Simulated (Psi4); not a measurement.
# COF2 (carbonyl fluoride): HF/STO-3G

What is the vertical singlet–triplet gap of COF2 (carbonyl fluoride) at HF/STO-3G? 

Program for the calculation: Psi4 1.11.

2 further runs of the same task are left out: 2 that didn't finish.

## (1) The molecule

The species is COF2 (4 atoms), meant as a singlet with charge 0. As SMILES, `O=C(F)F`. Geometry: relaxed at PBE0-D4/def2-TZVP.

Bond lengths: O1–C2 1.169 Å, C2–F3 1.309 Å, C2–F4 1.309 Å. Angles: O1–C2–F3 126.1°, O1–C2–F4 126.1°, F3–C2–F4 107.8°.

## (2) Energy and gradient at HF/STO-3G

The input, cf2o.in:

```
memory 2200 MB

molecule m {
  0 1
  O     -1.242660    -0.157400     0.153910
  C     -0.091830    -0.011630     0.011370
  F      0.845490    -0.826670     0.424670
  F      0.488990     0.995700    -0.589960
  units angstrom
  symmetry c1
  no_reorient
  no_com
}

set globals {
  basis STO-3G
  puream true
  e_convergence 1e-09
  d_convergence 1e-08
  scf_type pk
}

gradient("scf")
```

Started as:

```
$ psi4 cf2o.in cf2o.out -n 1
```

cf2o.out (excerpt; [...] marks lines left out):

```text
[...]
  Running in c1 symmetry.
[...]
  Nuclear repulsion =  120.136422940772263
[...]
  Multiplicity = 1
[...]
  Nalpha       = 16
  Nbeta        = 16
[...]
    Number of basis functions: 20
[...]
   @RHF iter   1:  -307.07261749835266   -1.22984e+00   2.94385e-02 ADIIS/DIIS
[...]
   @RHF iter  11:  -307.30016496711357   -3.41061e-13   3.02082e-09 DIIS
[...]
    Orbital Energies [Eh]
    ---------------------
    Doubly Occupied:
       1A    -26.024661     2A    -26.024527     3A    -20.324472
       4A    -11.309261     5A     -1.639336     6A     -1.553213
       7A     -1.392282     8A     -0.796141     9A     -0.710067
      10A     -0.684768    11A     -0.651822    12A     -0.535247
      13A     -0.513612    14A     -0.513154    15A     -0.422631
      16A     -0.416050
[...]
  @RHF Final Energy:  -307.30016496711357
   => Energetics <=
    Nuclear Repulsion Energy =            120.1364229407722632
    One-Electron Energy =                -667.8506865434901556
    Two-Electron Energy =                 240.4140986356043186
    Total Energy =                       -307.3001649671135738
[...]
 Multipole Moments:
 ------------------------------------------------------------------------------------
     Multipole            Electronic (a.u.)      Nuclear  (a.u.)        Total (a.u.)
 ------------------------------------------------------------------------------------
 L = 1.  Multiply by 2.5417464519 to convert [e a0] to [Debye]
 Dipole X            :         -2.5234827            2.8687176            0.3452349
 Dipole Y            :         -0.3196414            0.3633754            0.0437340
 Dipole Z            :          0.3127131           -0.3554764           -0.0427633
 Magnitude           :                                                    0.3506117
[...]
  -Total Gradient:
     Atom            X                  Y                   Z
    ------   -----------------  -----------------  -----------------
       1        0.099252248252     0.012571666637    -0.012293084367
       2       -0.045143433044    -0.005713828087     0.005588847969
       3       -0.035280464127     0.038630146600    -0.020064944936
       4       -0.018828351082    -0.045487985149     0.026769181334
[...]
```

Run time: 2.1 s. Hardware: 1 thread of Intel Xeon Platinum 8259CL at 2.50GHz (Skylake/Cascade Lake), shared host; peak memory 0.18 GiB.

## (3) The triplet, same level

The input, calc.py:

```python
import psi4

psi4.set_memory('2200 MB')
psi4.set_num_threads(1)
psi4.set_output_file('output.dat', False)

m = psi4.geometry("""
0 3
O
C 1 1.16875
F 2 1.309074 1 126.07761
F 2 1.30907 1 126.07782 3 -179.99993
units angstrom
symmetry c1
""")

options = {'reference': 'uhf', 'puream': True, 'e_convergence': 1e-09, 'd_convergence': 1e-08, 'scf_type': 'pk', 'maxiter': 100}
psi4.set_options(options)

energy_value, wavefunction = psi4.gradient('scf/STO-3G', molecule=m, return_wfn=True)
print('gradient / Eh bohr^-1')
print(energy_value.np.round(6))
print(f'energy = {wavefunction.energy():.10f} Eh')
```

Started as:

```
$ python calc.py
```

output.dat (excerpt; [...] marks lines left out):

```text
[...]
  Running in c1 symmetry.
[...]
  Nuclear repulsion =  120.136421101656296
[...]
  Multiplicity = 3
[...]
  Nalpha       = 17
  Nbeta        = 15
[...]
    Number of basis functions: 20
[...]
   @UHF iter   1:  -307.02701152650081   -1.18423e+00   1.77248e-02 ADIIS/DIIS
[...]
   @UHF iter  13:  -307.13298751751353   -1.13687e-13   4.27503e-09 DIIS
[...]
   @S^2 Observed:                2.003867524E+00
[...]
  @UHF Final Energy:  -307.13298751751353
   => Energetics <=
    Nuclear Repulsion Energy =            120.1364211016562962
    One-Electron Energy =                -667.8263628446684379
    Two-Electron Energy =                 240.5569542254985720
    Total Energy =                       -307.1329875175135840
  UHF NO Occupations:
  HONO-2 :   15  A 1.9986357
  HONO-1 :   16  A 1.0000000
[...]
 Multipole Moments:
 ------------------------------------------------------------------------------------
     Multipole            Electronic (a.u.)      Nuclear  (a.u.)        Total (a.u.)
 ------------------------------------------------------------------------------------
 L = 1.  Multiply by 2.5417464519 to convert [e a0] to [Debye]
 Dipole X            :         -0.0000008            0.0000005           -0.0000003
 Dipole Y            :          0.0000011            0.0000024            0.0000035
 Dipole Z            :          0.9807211           -1.1578537           -0.1771326
 Magnitude           :                                                    0.1771326
[...]
  -Total Gradient:
     Atom            X                  Y                   Z
    ------   -----------------  -----------------  -----------------
       1        0.000000106714    -0.000000066802     0.459520974718
       2       -0.000000314507     0.000004417442    -0.404651832879
       3        0.000000052028     0.084905956200    -0.027432883183
       4        0.000000155765    -0.084910306840    -0.027436258656
[...]
```

Standard output:

```text
gradient / Eh bohr^-1
[[ 0.00000e+00 -0.00000e+00  4.59521e-01]
 [-0.00000e+00  4.00000e-06 -4.04652e-01]
 [ 0.00000e+00  8.49060e-02 -2.74330e-02]
 [ 0.00000e+00 -8.49100e-02 -2.74360e-02]]
energy = -307.1329875175 Eh
```

Wall time 2 s (1 thread of Intel Xeon Platinum 8259CL at 2.50GHz (Skylake/Cascade Lake), shared host); peak memory 0.18 GiB.

## (4) Results

Level: HF/STO-3G.

| quantity | value |
| --- | --- |
| singlet: total energy | -307.30016 Eh |
| singlet: dipole moment | 0.89 D |
| singlet: HOMO energy | -11.32 eV |
| singlet: LUMO energy | 7.98 eV |
| singlet: HOMO–LUMO gap | 19.30 eV |
| singlet: largest force on an atom | 5.183 eV/Å |
| triplet: total energy | -307.13299 Eh |
| triplet: dipole moment | 0.45 D |
| triplet: HOMO energy (highest over α and β) | -5.06 eV |
| triplet: LUMO energy (lowest over α and β) | 4.60 eV |
| triplet: ⟨S²⟩ | 2.004 |
| triplet: largest force on an atom | 23.630 eV/Å |
| vertical energy of the triplet above the singlet | 4.549 eV |

**Reading.** At this shape the triplet lies 4.55 eV (105 kcal/mol) above the singlet. The largest force (singlet) is 5.18 eV/Å: the shape isn't a stationary point for this species at this level. In a minimal basis such a difference can be off by several eV, whatever the method.
